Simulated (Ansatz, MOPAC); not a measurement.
Reaction (SMILES): CNB(O)O -> CN[B]O + [OH] (HO) (the B-O bond breaks)

Wanted: bond dissociation energy (enthalpy at 298 K), in kcal/mol. Terms: dispersion terms only where a functional's name holds one; no spin-orbit coupling; UHF or UKS for open shells; non-relativistic; six Cartesian d functions in 6-31G* and its kin unless marked 5d; valence correlation only. CBS marks a two-point X^-3 extrapolation of the correlation energy; Hartree-Fock from the larger set. Ab initio and DFT rows: single points at B3LYP-D3(BJ) geometries (Ansatz, an electronic-structure program), with unscaled harmonic terms from B3LYP/6-31G* (Ansatz) at its own minima. Semi-empirical rows: MOPAC heats of formation at their own minima for 298 K.

```
species    coefficient  E at HF/6-31G* (Ansatz), Eh  E at PBE0/def2-TZVPD (Ansatz), Eh  H(298 K) - E, kcal/mol  heat of formation at AM1 (MOPAC), kcal/mol
---------  -----------  ---------------------------  ---------------------------------  ----------------------  ------------------------------------------
CNB(O)O             -1                   -270.35048                         -271.71500                   60.32                                     -181.75
CN[B]O              +1                   -194.79377                         -195.80623                   49.36                                      -62.66
[OH] (HO)           +1                    -75.38195                          -75.68758                    7.28                                        0.63
```

Coupled cluster (Ansatz) is a level with limits of its own, used here on species with T1 under 0.025 (0.045 for open shells) and stable references: CCSD(T)/CBS(cc-pVTZ,cc-pVQZ). Value to compare with, CCSD(T)/CBS(cc-pVTZ,cc-pVQZ) (Ansatz): 141.5 kcal/mol. 1 Eh = 627.5095 kcal/mol.

Task: Work the quantity out at each level, and compare with CCSD(T)/CBS(cc-pVTZ,cc-pVQZ) (Ansatz).

Result: 
- HF/6-31G*: the sum of coefficient times E is 0.17476 Eh, or 109.66 kcal/mol; the thermal terms add -3.68. Result: 106.0 kcal/mol. Its difference against CCSD(T)/CBS(cc-pVTZ,cc-pVQZ) (Ansatz) is -35.5 kcal/mol.
- PBE0/def2-TZVPD: the sum of coefficient times E is 0.22119 Eh, or 138.80 kcal/mol; the thermal terms add -3.68. Result: 135.1 kcal/mol. Its difference against CCSD(T)/CBS(cc-pVTZ,cc-pVQZ) (Ansatz) is -6.4 kcal/mol.
- AM1: the sum of coefficient times heat of formation is 119.72 kcal/mol; it needs no thermal term. Its difference against CCSD(T)/CBS(cc-pVTZ,cc-pVQZ) (Ansatz) is -21.8 kcal/mol.
